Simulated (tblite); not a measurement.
Compound: C4H4OP (charge -1).
Atom-mapped SMILES: `[PH-:1][c:2]1[cH:3][cH:4][o:5][cH:6]1` (hydrogens: H7 on P1; H8 on C3; H9 on C4; H10 on C6)

Structure optimised with GFN2-xTB, isolated species.

**Question.** What internal coordinates does the optimisation give?

**Answer.** 
```json
{"bond": "P1–C2", "length (Å)": "1.770", "order": "single"}
{"bond": "C2–C3", "length (Å)": "1.432", "order": "aromatic"}
{"bond": "C3–C4", "length (Å)": "1.353", "order": "aromatic"}
{"bond": "C4–O5", "length (Å)": "1.349", "order": "aromatic"}
{"bond": "O5–C6", "length (Å)": "1.374", "order": "aromatic"}
{"bond": "C2–C6", "length (Å)": "1.372", "order": "aromatic"}
{"bond": "P1–H7", "length (Å)": "1.373", "order": "single"}
{"bond": "C3–H8", "length (Å)": "1.073", "order": "single"}
{"bond": "C4–H9", "length (Å)": "1.077", "order": "single"}
{"bond": "C6–H10", "length (Å)": "1.073", "order": "single"}
```

Orders are formal, as drawn. A selection of angles:
```json
{"angle": "C2–P1–H7", "degrees": "93.4"}
{"angle": "P1–C2–C3", "degrees": "126.0"}
{"angle": "P1–C2–C6", "degrees": "129.6"}
{"angle": "C3–C2–C6", "degrees": "104.3"}
{"angle": "C2–C3–C4", "degrees": "107.0"}
{"angle": "C2–C3–H8", "degrees": "126.0"}
{"angle": "C4–C3–H8", "degrees": "127.0"}
{"angle": "C3–C4–O5", "degrees": "111.5"}
{"angle": "C3–C4–H9", "degrees": "132.0"}
{"angle": "O5–C4–H9", "degrees": "116.4"}
{"angle": "C4–O5–C6", "degrees": "105.6"}
{"angle": "O5–C6–H10", "degrees": "116.6"}
{"angle": "C2–C6–O5", "degrees": "111.6"}
{"angle": "C2–C6–H10", "degrees": "131.9"}
```

P1 (phosphorus bonded to C and H) is bent (angle 93.4°). C4 (aromatic CH next to a ring oxygen) is planar (angles 132.0°, 116.4° and 111.5°, sum 360.0°, 0.00 Å off the plane of its three neighbours). C6 (aromatic CH next to a ring oxygen) is planar (angles 131.9°, 116.6° and 111.6°, sum 360.0°, 0.00 Å off the plane of its three neighbours). The 5-membered ring C2–C3–C4–O5–C6 has internal angles of 104.3° to 111.6°; it is planar, 0.00 Å rms from its mean plane, widest ring torsion 0°. C2 (substituted aromatic carbon) is planar (angles 129.6°, 126.0° and 104.3°, sum 360.0°, 0.00 Å off the plane of its three neighbours). C3 (aromatic CH carbon) is planar (angles 127.0°, 126.0° and 107.0°, sum 360.0°, 0.00 Å off the plane of its three neighbours). The 2 C–O bonds span 1.349 Å (C4–O5, aromatic) to 1.374 Å (O5–C6, aromatic), a spread of 0.025 Å.

Point group: Cs (every atom within 0.08 Å of its image). Its GFN2-xTB frequencies are all real (lowest 228 cm⁻¹). Torsions: H–P1–C2–C3 180°.

Time: under 0.1 s of wall time. Hardware: an Arm Neoverse V2 with one thread, no GPU, shared host with 32 logical CPUs at a one-minute load of 9.7. That covers the optimisation of the geometry.

One conformer stands for the species.

These are computed values.
